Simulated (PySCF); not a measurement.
## Nitrogen: a sound run and one with changed settings

Sound run: N [He] 2s2 2p3, N⁺ [He] 2s2 2p2. All numbers are calculated (PySCF 2.14, the non-relativistic Hamiltonian (point nucleus), in aug-cc-pVDZ (4s3p2d, 23 functions)). The sound run starts from symmetry-adapted Hartree-Fock orbitals and uses a fine grid where one is needed.

A second run was set up differently.

```json
{"species": "N", "method": "UHF", "sound run (hartree)": "-54.39318", "changed run (hartree)": "-54.39289", "converged": "no"}
{"species": "N", "method": "LDA", "sound run (hartree)": "-54.12066", "changed run (hartree)": "-54.10105", "converged": "no"}
{"species": "N", "method": "MN15", "sound run (hartree)": "-54.53351", "changed run (hartree)": "-54.52692", "converged": "no"}
{"species": "N⁺", "method": "UHF", "sound run (hartree)": "-53.88126", "changed run (hartree)": "-53.88124", "converged": "no"}
{"species": "N⁺", "method": "LDA", "sound run (hartree)": "-53.56872", "changed run (hartree)": "-53.56871", "converged": "no"}
{"species": "N⁺", "method": "MN15", "sound run (hartree)": "-53.99735", "changed run (hartree)": "-53.99735", "converged": "no"}
```

**Question.** What was changed?
A. minimal basis
B. a valence shell is frozen
C. all electrons correlated in a valence basis
D. too few SCF iterations

**Answer.** D. It used initial guess 1e, at most 3 SCF cycles. The SCF was stopped early; the energies are upper bounds that still move, and correlated levels were skipped or rest on poor orbitals.
